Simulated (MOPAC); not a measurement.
MOPAC input (PM3):

```
PM3 1SCF CHARGE=-1 GEO-OK AUX(PRECISION=9) THREADS=1
C3H3

C     0.00327342 1    0.02137882 1    0.11257968 1
C     0.09532447 1    0.42175209 1    1.31948097 1
C    -0.04988734 1   -0.27325839 1   -1.20303702 1
H    -0.15282464 1   -0.23863109 1    2.15258061 1
H     0.80620451 1   -0.68175225 1   -1.73348371 1
H    -0.94564319 1   -0.09885182 1   -1.79323865 1
```

From the last part of the output:

```
                                                       MOPAC v23.2.5 Linux

          FINAL HEAT OF FORMATION =         68.99607 KCAL/MOL =     288.67955 KJ/MOL

          COSMO AREA              =         86.31 SQUARE ANGSTROMS
          COSMO VOLUME            =         67.82 CUBIC ANGSTROMS

          IONIZATION POTENTIAL    =          1.476346 EV
          HOMO LUMO ENERGIES (EV) =         -1.476  7.644
          NO. OF FILLED LEVELS    =          8
          MOLECULAR WEIGHT        =         39.0567         POINT GROUP:  Cs

          MOLECULAR DIMENSIONS (Angstroms)

            Atom       Atom       Distance
            H     5    H     4     4.02711
            H     6    H     4     1.79800
            H     4    C     2     0.72966

          SCF CALCULATIONS        =          1

   ATOM   CHEMICAL          X               Y               Z
  NUMBER   SYMBOL      (ANGSTROMS)     (ANGSTROMS)     (ANGSTROMS)

     1       C          0.00327342  *   0.02137882  *   0.11257968  *
     2       C          0.09532447  *   0.42175209  *   1.31948097  *
     3       C         -0.04988734  *  -0.27325839  *  -1.20303702  *
     4       H         -0.15282464  *  -0.23863109  *   2.15258061  *
     5       H          0.80620451  *  -0.68175225  *  -1.73348371  *
     6       H         -0.94564319  *  -0.09885182  *  -1.79323865  *

                             CARTESIAN COORDINATES

   1    C        0.003273420     0.021378820     0.112579680
   2    C        0.095324470     0.421752090     1.319480970
   3    C       -0.049887340    -0.273258390    -1.203037020
   4    H       -0.152824640    -0.238631090     2.152580610
   5    H        0.806204510    -0.681752250    -1.733483710
   6    H       -0.945643190    -0.098851820    -1.793238650

           Empirical Formula: C3 H3  =     6 atoms

      MOLECULAR POINT GROUP   :   Cs

                  EIGENVALUES
 -26.28878 -19.60633 -11.16267  -9.08012  -8.83979  -5.30628  -3.68705  -1.47635
   7.64359   8.01851   9.57382  10.40903  11.04188  11.21467  13.32337

              NET ATOMIC CHARGES AND DIPOLE CONTRIBUTIONS

  ATOM NO.   TYPE          CHARGE      No. of ELECS.   s-Pop       p-Pop
    1          C          -0.117696        4.1177     1.22996     2.88773
    2          C          -0.563165        4.5632     1.42407     3.13910
    3          C          -0.521095        4.5211     1.14924     3.37185
    4          H           0.072522        0.9275     0.92748
    5          H           0.064717        0.9353     0.93528
    6          H           0.064717        0.9353     0.93528
 DIPOLE           X         Y         Z       TOTAL
 POINT-CHG.    -0.196    -0.670    -0.800     1.062
 HYBRID        -0.375    -1.168    -0.388     1.286
 SUM           -0.571    -1.838    -1.188     2.262

          ATOMIC ORBITAL ELECTRON POPULATIONS

     Atom    s        px        py        pz
    1  C   1.22996   1.03994   0.87874   0.96906
    2  C   1.42407   0.98356   1.24616   0.90938
    3  C   1.14924   1.02589   1.40057   0.94539
    4  H   0.92748
    5  H   0.93528
    6  H   0.93528

 **********************
 *                    *
 * JOB ENDED NORMALLY *
 *                    *
 **********************

 == MOPAC DONE ==
```

The dipole moment of an ion depends on the origin.
